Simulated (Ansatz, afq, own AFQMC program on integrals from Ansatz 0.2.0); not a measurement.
# SiGeH2, singlet in cc-pVDZ, levels against CCSDT(Q)

```xyz
4

Si    0.0000    0.0753    1.5221
Ge    0.0000   -0.0057   -0.6430
H     0.0000   -0.3826    3.2525
H     0.0000   -1.3054    0.6745
```

Connectivity, by distances: Si–Ge ··· H, 1 bridging H.

Basis cc-pVDZ. Noble-gas cores (and the filled d shells of Ga–Kr and In–Xe) are frozen. Integrals, coupled cluster, full CI and functionals: Ansatz 0.2.0; the random walks run on the same integrals in our own AFQMC program. The CISD trial takes its coefficients from CCSD amplitudes. Released means that phaseless walkers are propagated on without the constraint, phases kept. ± is one standard error of the sampling. No spin–orbit coupling.

Determinant: UHF, the one that the program's search chose, which needn't be the lowest solution. The geometry is a point of a scan.

No full CI on the walks' own integrals is used here; CCSDT(Q) serves as the reference and is uncertain by about the last step of the cluster series.

Cautions: no relativity below Rb; no spin-orbit coupling; inner d shell frozen; higher spins were not checked; an unrestricted solution with more broken spin lies lower (93 meV, ⟨S²⟩ 0.43), while this determinant keeps restricted orbitals; raised T1 diagnostic (T1 0.021, weight of the determinant 0.83, largest double 0.14); the ph-AFQMC/CISD walk drifts between its halves (2.0 errors).

```
T1 diagnostic                               : 0.0210
weight of the determinant in the CISD state : 0.831
⟨S²⟩ of the determinant                     : 0.000
size of the correlated space                : 10 electrons in 36 orbitals
```

```
  level  correlation energy (eV)
    MP2                  -5.1255
   CCSD                  -5.9914
CCSD(T)                  -6.3150
```

(1) Estimate where phaseless AFQMC with the Hartree–Fock trial lies against CCSD(T) on the same integrals.

(1) 4.95 ± 1.91 kcal/mol below CCSD(T).

Reference: CCSDT(Q), correlation energy -6.381 eV. The released energy is read at 2.40 1/Eh (meV from the phaseless value at times in 1/Eh: -10 ± 18 at 0.24, -19 ± 15 at 0.51, -19 ± 12 at 0.99, -46 ± 15 at 1.62, -60 ± 23 at 2.40).

| level | E − E(reference) (kcal/mol) | share of correlation (%) |
| --- | --- | --- |
| CCSD(T) | 1.51 | 98.97 |
| CCSDT | 0.68 | 99.54 |
| ph-AFQMC/HF | -3.44 ± 1.91 | 102.34 |
| ph-AFQMC/CISD | 1.25 ± 0.38 | 99.15 |
| released AFQMC | -0.12 ± 0.54 | 100.08 |

A walk keeps the symmetry of its determinant, which the program's search chose and which needn't be the lowest solution, so a lower state of the same spin and another symmetry isn't excluded. Released energies are given only where the last usable release times agree within the noise; a slower fall can still hide under it.
